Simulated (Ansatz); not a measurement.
**C2H8N2O: one species, many methods**

An exercise on one series of results from a longer session: the logs are not shown, and one member is left open.

The runs use Ansatz 0.2.0, Gaussian basis; functionals in def2-TZVPP, the program's frozen cores in correlated methods.

The runs, in order: PBE-D4, r2SCAN-D4, PBE0-D4, B3LYP-D4, ωB97X-V, ωB97M-V, B2PLYP; CCSD(T)/def2-TZVPP; MP2/def2-QZVPP; extrapolation to the limit.

## The relaxed structure

All runs share one geometry, relaxed beforehand with PBE0-D4 in a triple-zeta def2 set.

SMILES `CNC(N)O`, 13 atoms, charge 0, spin multiplicity 1.

Atoms are counted from 1 here; the program's logs count them from 0.

Bond lengths: C1–N2 1.452 Å, C1–H6 1.097 Å, C1–H7 1.091 Å, C1–H8 1.093 Å, N2–C3 1.430 Å, N2–H9 1.015 Å, C3–N4 1.439 Å, C3–O5 1.415 Å, C3–H10 1.100 Å, N4–H11 1.013 Å, N4–H12 1.015 Å, O5–H13 0.963 Å. Angles: N2–C1–H6 114.0°, N2–C1–H7 109.3°, N2–C1–H8 109.0°, H6–C1–H7 108.8°, H6–C1–H8 108.0°, H7–C1–H8 107.4°, C1–N2–C3 114.3°, C1–N2–H9 110.3°, C3–N2–H9 108.8°, N2–C3–N4 114.2°, N2–C3–O5 109.8°, N2–C3–H10 106.8°, N4–C3–O5 107.9°, N4–C3–H10 107.9°, O5–C3–H10 110.0°, C3–N4–H11 109.9°, C3–N4–H12 109.6°, H11–N4–H12 107.8° and more.

The first run:

Input file in.yaml:

```yaml
crystal:
  periodic: [false, false, false]
  atoms:
    - {symbol: C, position_ang: [-1.766785, 0.234332, 0.149044]}
    - {symbol: N, position_ang: [-0.580584, -0.572787, -0.072474]}
    - {symbol: C, position_ang: [0.649164, 0.098321, 0.211914]}
    - {symbol: N, position_ang: [1.815364, -0.737893, 0.109313]}
    - {symbol: O, position_ang: [0.815977, 1.189568, -0.672699]}
    - {symbol: H, position_ang: [-1.810552, 1.142071, -0.465020]}
    - {symbol: H, position_ang: [-2.655344, -0.367999, -0.048311]}
    - {symbol: H, position_ang: [-1.801956, 0.535170, 1.199758]}
    - {symbol: H, position_ang: [-0.556193, -0.908262, -1.029757]}
    - {symbol: H, position_ang: [0.582659, 0.460107, 1.248797]}
    - {symbol: H, position_ang: [1.738055, -1.517957, 0.750637]}
    - {symbol: H, position_ang: [1.882708, -1.114086, -0.830871]}
    - {symbol: H, position_ang: [1.707787, 1.524716, -0.535428]}
basis:
  gaussian: {orbitals: def2-TZVPP}
hamiltonian: {xc: pbe, dispersion: d4}
output: {forces: true, orbitals: {seedname: orbitals}}
```

The run is started by

```console
$ ansatz run in.yaml --threads 4 --pin off --events-out ev --progress --plain --max-ram 10444MiB
```

Among the steps run: PBE-D4 (GGA); r2SCAN-D4 (meta-GGA); PBE0-D4 (hybrid); B3LYP-D4 (hybrid); ωB97X-V (range-separated); ωB97M-V (range-separated); B2PLYP (double hybrid); CCSD(T) in def2-TZVPP; MP2 in def2-QZVPP.

One table of the session follows, with a row left open; its other results are not shown here.

It belongs to the step «Atomisation energies». 

| method | atomisation energy (kJ/mol) |
| --- | --- |
| PBE-D4 | 4944.7 |
| r2SCAN-D4 | 4797.8 |
| PBE0-D4 | 4827.6 |
| B3LYP-D4 | 4826.9 |
| ωB97X-V | 4832.0 |
| ωB97M-V | 4837.0 |
| B2PLYP | 4764.9 |
| HF/def2-TZVPP | 3286.6 |
| MP2/def2-TZVPP | ? |
| CCSD/def2-TZVPP | 4596.5 |
| CCSD(T)/def2-TZVPP | 4672.5 |
| MP2/CBS | 4882.3 |
| CCSD(T)/CBS | 4815.0 |

Estimate the missing values for MP2/def2-TZVPP.

The run gave: atomisation energy (kJ/mol): 4739.8. In the column «atomisation energy (kJ/mol)» it lies between CCSD(T)/def2-TZVPP (4672.5) and B2PLYP (4764.9).

To keep in mind: Free atoms (2 C, 2 N, 1 O, 8 H) were run apart at each level; the atomisation energy is their sum less the molecule, without zero-point or spin-orbit terms.
